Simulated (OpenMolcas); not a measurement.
**SiH2 (SMILES [SiH2]): levels of theory compared**

Wanted: a comparison of 6 runs (PBE/pcseg-0, UPBE/pcseg-0, r2SCAN/pcseg-0, MP2/pcseg-0, ACPF/pcseg-0, CCSD(T)/pcseg-0) of SiH2. 

The calculation is run with OpenMolcas 26.06.

4 further runs of the same task are left out: 4 set aside as unsound or not needed.

### Step 1. The molecule

SiH2 has 3 atoms, charge 0, and is taken as a singlet. SMILES: `[SiH2]`. The Si1–H2 distance was set to 1.907 Å, away from the relaxed value.

Bond lengths: Si1–H3 1.525 Å. A long bond or contact: Si1–H2 1.907 Å.

### Step 2. A single-point energy at PBE/pcseg-0 (run 1)

test.inp

```
* H2Si Kohn-Sham DFT
&GATEWAY
BasLib=$CurrDir
Coord
3
angstrom
Si      -0.824035       0.441103      -0.397603
H        0.840300       0.578600       0.522500
H       -0.681935      -1.074697      -0.492903
Basis=pcseg-0
Group=NoSym
&SEWARD
GridInput
Grid=UltraFine
End of Grid
&SCF
KSDFT=PBE
Thresholds=1e-10 1e-07 1e-07 1e-05
PrOrbitals=1 1
```

The basis set pcseg-0 is read from a file made from the Basis Set Exchange's data (not shown).

Run with:

```console
export MOLCAS_MEM=1860
pymolcas test.inp > test.log
```

Log:

```text
--- Start Module: gateway ---
[...]
--- Stop Module: gateway /rc=_RC_ALL_IS_WELL_ ---
--- Start Module: seward ---
[...]
      Basis functions           17
--- Stop Module: seward /rc=_RC_ALL_IS_WELL_ ---
--- Start Module: scf ---
[...]
       Convergence after  12 Iterations
[...]
::    Total KS-DFT energy                            -290.0827974510
[...]
      Total spin, S                                     0.0000000000
[...]
      Total electronic charge=   16.000000
      Total            charge=   -0.000000
[...]
      Dipole Moment (debye):
      Origin of the operator (angstrom)=   -0.7633    0.3948   -0.3699
                   X= -3.6499E-01               Y= -5.5713E-01               Z= -2.6176E-01           Total=  7.1563E-01
      Quadrupole Moment (debye*angstrom):
[...]
--- Stop Module: scf /rc=_RC_ALL_IS_WELL_ ---
[...]
```

Wall time 3.6 s (1 thread of Arm Neoverse V1, shared host); peak memory 0.37 GiB.

### Step 3. A single-point energy at UPBE/pcseg-0 (run 2)

test.inp

```
* H2Si Kohn-Sham DFT

&GATEWAY
  BASLIB = $CurrDir
  COORD
  3
  angstrom
  Si      -0.824035       0.441103      -0.397603
  H        0.840300       0.578600       0.522500
  H       -0.681935      -1.074697      -0.492903
  BASIS = pcseg-0
  GROUP = NoSym

&SEWARD
  GRIDINPUT
  Grid=UltraFine
  End of Grid

&SCF
  UHF
  KSDFT = PBE
  THRESHOLDS = 1e-10 1e-07 1e-07 1e-05
  SCRAMBLE = 0.25
  PRORBITALS = 1 1
```

The basis set pcseg-0 is read from a file made from the Basis Set Exchange's data (not shown).

Run with:

```console
export MOLCAS_MEM=1860
pymolcas test.inp > test.log
```

Log:

```text
--- Start Module: gateway ---
[...]
--- Stop Module: gateway /rc=_RC_ALL_IS_WELL_ ---
--- Start Module: seward ---
[...]
      Basis functions           17
--- Stop Module: seward /rc=_RC_ALL_IS_WELL_ ---
--- Start Module: scf ---
[...]
       Convergence after  17 Iterations
[...]
::    Total KS-DFT energy                            -290.0827974510
[...]
      Total spin, S                                    -0.0000000000
[...]
      Total electronic charge=   16.000000
      Total            charge=   -0.000000
[...]
      Dipole Moment (debye):
      Origin of the operator (angstrom)=   -0.7633    0.3948   -0.3699
                   X= -3.6499E-01               Y= -5.5713E-01               Z= -2.6176E-01           Total=  7.1563E-01
      Quadrupole Moment (debye*angstrom):
[...]
--- Stop Module: scf /rc=_RC_ALL_IS_WELL_ ---
[...]
```

It took 5.4 s on 1 thread of Arm Neoverse V1, shared host; peak memory 0.37 GiB.

Runs 3 to 4 aren't shown in full; the table further down has their settings and results.

### Step 4. A single-point energy at ACPF/pcseg-0 (run 5)

test.inp

```
* H2Si ACPF
&GATEWAY
BasLib
$CurrDir
Coord
3
angstrom
Si      -0.824035       0.441103      -0.397603
H        0.840300       0.578600       0.522500
H       -0.681935      -1.074697      -0.492903
Basis
pcseg-0
Group
NoSym
&SEWARD
&SCF
Thresholds
1e-10 1e-07 1e-07 1e-05
PrOrbitals
1 1
&MOTRA
Frozen
5
&GUGA
Electrons
6
Spin
1
Inactive
3
Active
0
CIAll
1
&CPF
ACPF
```

The basis set pcseg-0 is read from a file made from the Basis Set Exchange's data (not shown).

Run with:

```console
export MOLCAS_MEM=1860
pymolcas test.inp > test.log
```

Log:

```text
--- Start Module: gateway ---
[...]
--- Stop Module: gateway /rc=_RC_ALL_IS_WELL_ ---
[...]
      Basis functions           17
[...]
       Convergence after   9 Iterations
[...]
::    Total SCF energy                               -289.6039847331
[...]
      Total spin, S                                     0.0000000000
[...]
      *** WARNING: Default frozen orbitals is overwritten by user input.
      *** Default values:   2
[...]
--- Start Module: guga ---
[...]
--- Stop Module: guga /rc=_RC_ALL_IS_WELL_ ---
--- Start Module: cpf ---
[...]
      Active orbitals                            0       0
[...]
      Spin quantum number                      0.0
[...]
     FINAL ACPF ENERGY        -289.67611065
     FINAL CORRELATION ENERGY   -0.07212591  REFERENCE ENERGY    -289.60398473
[...]
      Title:  ACPF natural orbitals
[...]
      Total electronic charge=   16.000000
      Total            charge=    0.000000
[...]
      Dipole Moment (debye):
      Origin of the operator (angstrom)=   -0.7633    0.3948   -0.3699
                   X= -4.9481E-01               Y= -4.0976E-01               Z= -3.1553E-01           Total=  7.1576E-01
      Quadrupole Moment (debye*angstrom):
[...]
--- Stop Module: cpf /rc=_RC_ALL_IS_WELL_ ---
[...]
```

Wall time 1.7 s (1 thread of Arm Neoverse V1, shared host); peak memory 0.37 GiB.

### Step 5. The energy at CCSD(T)/pcseg-0 (run 6)

test.input

```
* H2Si CCSD(T)
>>> EXPORT MOLCAS_PRINT=2

&gateway
  baslib
  $CurrDir
  coord
  3
  angstrom
  Si      -0.824035       0.441103      -0.397603
  H        0.840300       0.578600       0.522500
  H       -0.681935      -1.074697      -0.492903
  basis
  pcseg-0
  group
  NoSym

&seward

&scf
  thresholds
  1e-10 1e-07 1e-07 1e-05
  prorbitals
  1 1

&rasscf
  fileorb
  $Project.ScfOrb
  spin
  1
  nactel
  0 0 0
  inactive
  8
  ras2
  0
  outorbitals
  Canonical
  orblisting
  Nothing

&motra
  jobiph
  frozen
  5

&ccsdt
  cct
  triples
  2
  iterations
  80
  accuracy
  1e-08
  extrapolation
  5 4
```

The basis set pcseg-0 is read from a file made from the Basis Set Exchange's data (not shown).

Run with:

```console
export MOLCAS_MEM=1860
pymolcas test.input > test.log
```

Log:

```text
--- Start Module: gateway ---
[...]
--- Stop Module: gateway /rc=_RC_ALL_IS_WELL_ ---
[...]
      Basis functions           17
[...]
       Convergence after   9 Iterations
[...]
::    Total SCF energy                               -289.6039847331
[...]
      Total spin, S                                     0.0000000000
[...]
      Number of active orbitals                  0
[...]
      Spin quantum number                      0.0
[...]
      Active orbitals                            0
[...]
      Number of CSFs                             1
[...]
      Number of root(s) required                 1
[...]
      Convergence after  4 iterations
[...]
      Natural orbitals and occupation numbers for root  1
      ************************************************************************************************************************
      *                                                    Final results                                                     *
      ************************************************************************************************************************
[...]
::    RASSCF root number  1 Total energy:   -289.60398473
[...]
      Total electronic charge=   16.000000
      Total            charge=   -0.000000
[...]
      Dipole Moment (debye):
      Origin of the operator (angstrom)=   -0.7633    0.3948   -0.3699
                   X= -6.4991E-01               Y= -5.1216E-01               Z= -4.1148E-01           Total=  9.2412E-01
      Quadrupole Moment (debye*angstrom):
[...]
--- Start Module: motra ---
[...]
--- Stop Module: motra /rc=_RC_ALL_IS_WELL_ ---
--- Start Module: ccsdt ---
[...]
      Convergence after                    13  Iterations
      Total energy (diff) :    -289.67545981       0.00000001
[...]
 METHOD                       : CCSD+T(CCSD)+<T3(1)WT1> = CCSD(T)
[...]
       CCSD     =      -289.6754598059335
[...]
```

Run time: 2.1 s. Hardware: 1 thread of Arm Neoverse V1, shared host; peak memory 0.37 GiB.

### Step 6. The series

| run | level | scramble | integration grid | energy (Eh) | dipole moment (D) of the reference | HOMO energy (eV) | LUMO energy (eV) | wall time |
| --- | --- | --- | --- | --- | --- | --- | --- | --- |
| 1 | PBE/pcseg-0 | – | UltraFine | -290.082797 | 0.72 | -6.00 | -4.36 | 3.6 s |
| 2 | UPBE/pcseg-0 | 0.25 | UltraFine | -290.082797 | 0.72 | -6.00 | -4.36 | 5.4 s |
| 3 | r2SCAN/pcseg-0 | – | UltraFine | -290.192565 | 0.74 | -6.26 | -4.28 | 3.9 s |
| 4 | MP2/pcseg-0 | – | – | -289.652196 | 0.92 | -9.37 | -0.09 | 1.6 s |
| 5 | ACPF/pcseg-0 | – | – | -289.676111 | 0.92 | -9.37 | -0.09 | 1.7 s |
| 6 | CCSD(T)/pcseg-0 | – | – | -289.676313 | 0.92 | -9.37 | -0.09 | 2.1 s |

### Step 7. Summary of results

```
                                          quantity          value
                               run 6: total energy  -289.67631 Eh
         run 6: dipole moment (mean-field density)         0.92 D
        run 6: HOMO energy (Hartree–Fock orbitals)       -9.37 eV
        run 6: LUMO energy (Hartree–Fock orbitals)       -0.09 eV
      run 6: HOMO–LUMO gap (Hartree–Fock orbitals)        9.28 eV
run 6: correlation energy (5 core orbitals frozen)      -72.3 mEh
                             run 6: (T) correction      -0.85 mEh
```

Over runs 1, 2, 3 the dipole moment (its size) runs from 0.72 D (PBE/pcseg-0) to 0.74 D (r2SCAN/pcseg-0). Over runs 1, 2, 3 the HOMO–LUMO gap runs from 1.64 eV (PBE/pcseg-0) to 1.98 eV (r2SCAN/pcseg-0). Totals of different functionals can't be ranked against each other. All runs together took 18 s, the longest 5.4 s.
